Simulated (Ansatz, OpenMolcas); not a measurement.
**Worked example: the enthalpy of formation of C2F2 (SMILES FC#CF)**

C2F2: 4 atoms, total charge 0, spin state singlet. As SMILES, `FC#CF`. Geometry: relaxed at PBE0-D4/def2-TZVP.

```jsonl
{"atom": "F", "x (Å)": "-0.1364", "y (Å)": "0.1280", "z (Å)": "1.8528"}
{"atom": "C", "x (Å)": "-0.0337", "y (Å)": "0.0302", "z (Å)": "0.5832"}
{"atom": "C", "x (Å)": "0.0614", "y (Å)": "-0.0604", "z (Å)": "-0.5934"}
{"atom": "F", "x (Å)": "0.1641", "y (Å)": "-0.1582", "z (Å)": "-1.8630"}
```

Total energies at B3LYP/cc-pVTZ (OpenMolcas 26.06); the atoms run unrestricted:

| species | state | energy (Eh) |
| --- | --- | --- |
| C2F2 | singlet | -275.855490 |
| F | doublet | -99.762866 |
| C | triplet | -37.858574 |

Harmonic wavenumbers at PBE0-D4/def2-TZVP, in cm⁻¹: 291, 291, 334, 334, 816, 1404, 2580.

Measured heats of formation of the gaseous atoms at 298.15 K, in kJ/mol: F 79.4, C 716.9. Spin-orbit lowering of the atoms at 298 K (mean of the ground term's levels less their thermal mean, from spectra), in kJ/mol: F 1.29, C 0.02. Take 1 Eh = 2625.50 kJ/mol, 1 cm⁻¹ = 0.0119627 kJ/mol, RT = 2.479 kJ/mol.

Task: What heat of formation follows?

Result: 
1. Electronic atomisation energy: 2 × (-99.762866) + 2 × (-37.858574) − (-275.855490) = 0.612610 Eh = 1608.4 kJ/mol.
2. Zero-point energy: half the sum of the wavenumbers, 3025 cm⁻¹ = 36.2 kJ/mol.
3. Thermal vibrational enthalpy, Σ hcν̃/(exp(hcν̃/kT) − 1): 4.5 kJ/mol. Translation, rotation and pV of a linear molecule: 3.5 RT = 8.7 kJ/mol.
4. The 4 free atoms carry 5/2 RT each: 24.8 kJ/mol.
5. Spin-orbit coupling lowers the free atoms by 2 × 1.29 + 2 × 0.02 = 2.6 kJ/mol.
6. Atomisation enthalpy at 298 K: 1608.4 − 2.6 − 36.2 − 4.5 − 8.7 + 24.8 = 1581.2 kJ/mol.
7. Sum of the atoms' heats of formation: 1592.6 kJ/mol. Heat of formation: 1592.6 − 1581.2 = +11.4 kJ/mol.

No measured value is set beside it here. Anharmonicity and any spin-orbit splitting of the molecule are left out.
